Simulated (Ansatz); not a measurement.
`[BH2][AlH][SiH3]` + HCl → `[SiH3][AlH][Cl]` + BH₃ at 298.15 K and 1 bar (cleavage of the Al–B bond).

Gas-phase electronic energies from Ansatz, PBE0-D4/def2-TZVP geometries. CCSD(T)/CBS is the MP2 limit (def2-TZVPP, def2-QZVPP) plus CCSD(T) − MP2 in def2-TZVPP, frozen cores. This one scheme is used for every species.

| species | CCSD(T)/CBS energy (Eh) | H − E (kJ/mol) | S (J/(mol·K)) |
| --- | --- | --- | --- |
| `[BH2][AlH][SiH3]` | -559.42478 | 152.3 | 343.5 |
| HCl | -460.38127 | 26.6 | 186.8 |
| `[SiH3][AlH][Cl]` | -993.32756 | 104.0 | 338.4 |
| BH₃ | -26.55200 | 78.7 | 188.3 |

H − E and S are ideal-gas, rigid-rotor, harmonic terms from PBE0-D4/def2-TZVP, for one conformer and one mirror image of each species. 1 Eh = 2625.50 kJ/mol, R = 8.31446 J/(mol·K).

Q: By hand: ΔE, ΔH, ΔS and ΔG.

A: ΔE = (-993.32756) + (-26.55200) − (-559.42478) − (-460.38127) = -0.07351 Eh = -193.0 kJ/mol. Δ(H − E) = 104.0 + 78.7 − 152.3 − 26.6 = 3.8, so ΔH = -189.2 kJ/mol. ΔS = 338.4 + 188.3 − 343.5 − 186.8 = -3.6 J/(mol·K). ΔG = -189.2 − 298.15 × (-3.6)/1000 = -188.1 kJ/mol.

Q: By hand: the equilibrium constant, and the temperature at which ΔG would vanish if ΔH and ΔS stayed fixed.

A: log₁₀ K = −ΔG/(RT ln 10) = 33.0. ΔG = 0 at ΔH/ΔS = 52556 K, far beyond where these terms or the molecules hold.

The number of gas molecules stays the same, so ΔS is small and ΔH decides. A doubt of 5 kJ/mol in ΔE shifts log₁₀ K by 0.9 here. Other conformers and mirror images would add mixing entropy, several J/(mol·K) or more a flexible species. Modes under 60 cm⁻¹, often nearly free rotors, make the harmonic entropy too high. These are equilibria of isolated gas molecules and say nothing of rates. Largest T1 diagnostic: 0.013 (customary marks: 0.02 for closed shells, 0.045 for open ones).
